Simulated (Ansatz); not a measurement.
Compare A (`C=CC#N`) with its isomer B (`[H]/N=C\C#C`).

Computed with Ansatz on PBE0-D4/def2-TZVP structures; ΔE is electronic, products minus reactants. CCSD(T)/CBS is the MP2 limit (def2-TZVPP, def2-QZVPP) plus CCSD(T) − MP2 in def2-TZVPP, frozen cores. This one scheme is used for every species. Functionals use def2-TZVPP. B3LYP here is the variant with VWN-RPA as its local correlation; programs differ in this.

Question: Which isomer does CCSD(T)/CBS put lower? Give the gap. (Estimate.)

Answer: Ansatz gave: A, by 139.4 kJ/mol.

Question: Give E(B) − E(A) in kJ/mol with ωB97M-V, B3LYP, BLYP-D4, MP2/def2-TZVPP, B2PLYP, PBE-D4, CCSD(T)/def2-TZVPP. (Estimate.)

Answer: The calculation gave: ωB97M-V 141.1, B3LYP 139.6, BLYP-D4 136.4, MP2/def2-TZVPP 145.3, B2PLYP 142.6, PBE-D4 134.2, CCSD(T)/def2-TZVPP 144.3. None reverses the order clearly.

Question: Does the order hold for the free energy at 298.15 K (harmonic terms from PBE0-D4)? (Estimate.)

Answer: Ansatz gave: Yes: G(B) − G(A) = +137.8 kJ/mol.

Largest T1 diagnostic: 0.014.

From BLYP to BHLYP (50 % exact exchange), in def2-TZVPP and without D4, E(B) − E(A) moves by +8.5 kJ/mol. Leaving LDA and LC-ωPBE aside and taking each functional with its dispersion term where it has one, the values, not all of them listed here, spread over 10.6 kJ/mol, from PBE-D4 to BHLYP-D4. LDA lies −7.9 kJ/mol from PBE without D4.
